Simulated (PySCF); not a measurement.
# CFCl3: calculation against experiment

**What was measured.**

NIST CCCBDB Release 22 (SRD 101), experimental dipoles lists, for the gas: dipole moment (microwave Stark effect, vibrational ground state) 0.46 ± 0.02 D.

How close the calculation comes is told at the end.

Species: CFCl3.
Atom-mapped SMILES: `[F:1][C:2]([Cl:3])([Cl:4])[Cl:5]`

Geometry (GFN2-xTB, Å), atoms numbered from 1 in this order:
```
atom  x, y, z in Å
F1     0.0603   -0.1410    1.3961
C2     0.0046   -0.0063    0.0667
Cl3   -0.4579    1.6606   -0.3126
Cl4    1.6028   -0.3706   -0.6039
Cl5   -1.2011   -1.1397   -0.5634
```

Runs made with PySCF (gas phase, on this GFN2-xTB geometry; no spin–orbit coupling):

```
          level         job  basis functions
    B97-2/3-21G  shieldings               57
BHandHLYP/3-21G  shieldings               57
CAM-B3LYP/3-21G  shieldings               57
  HCTH407/3-21G  shieldings               57
    HSE06/3-21G  shieldings               57
  LC-wPBE/3-21G  shieldings               57
     OLYP/3-21G  shieldings               57
     WP04/3-21G  shieldings               57
 mPW1PW91/3-21G  shieldings               57
   revPBE/3-21G  shieldings               57
  wB97X-D/3-21G  shieldings               57
    wB97X/3-21G  shieldings               57
```

Results beside the measurements:

**Dipole moment.** Measured: 0.46 D (NIST CCCBDB Release 22 (SRD 101), experimental dipoles).

| level | computed (D) | computed − measured (D) | % (from the printed values) |
| --- | --- | --- | --- |
| B97-2/3-21G | 0.23 | -0.23 | -50 |
| BHandHLYP/3-21G | 0.36 | -0.10 | -22 |
| CAM-B3LYP/3-21G | 0.19 | -0.27 | -59 |
| HCTH407/3-21G | 0.12 | -0.34 | -74 |
| HSE06/3-21G | 0.21 | -0.25 | -54 |
| LC-wPBE/3-21G | 0.18 | -0.28 | -61 |
| OLYP/3-21G | 0.09 | -0.37 | -80 |
| WP04/3-21G | 0.37 | -0.09 | -20 |
| mPW1PW91/3-21G | 0.23 | -0.23 | -50 |
| revPBE/3-21G | 0.03 | -0.43 | -93 |
| wB97X-D/3-21G | 0.23 | -0.23 | -50 |
| wB97X/3-21G | 0.19 | -0.27 | -59 |

Closest is WP04/3-21G (-0.09 D), furthest revPBE/3-21G (-0.43 D); one molecule doesn't rank methods. All 12 levels lie below the measurement. The computed dipoles belong to one fixed geometry; measured ones are averaged over vibrations unless marked μe. Magnitudes are compared, not signs.

No measured geometry was used, and the causes of the misses weren't examined.
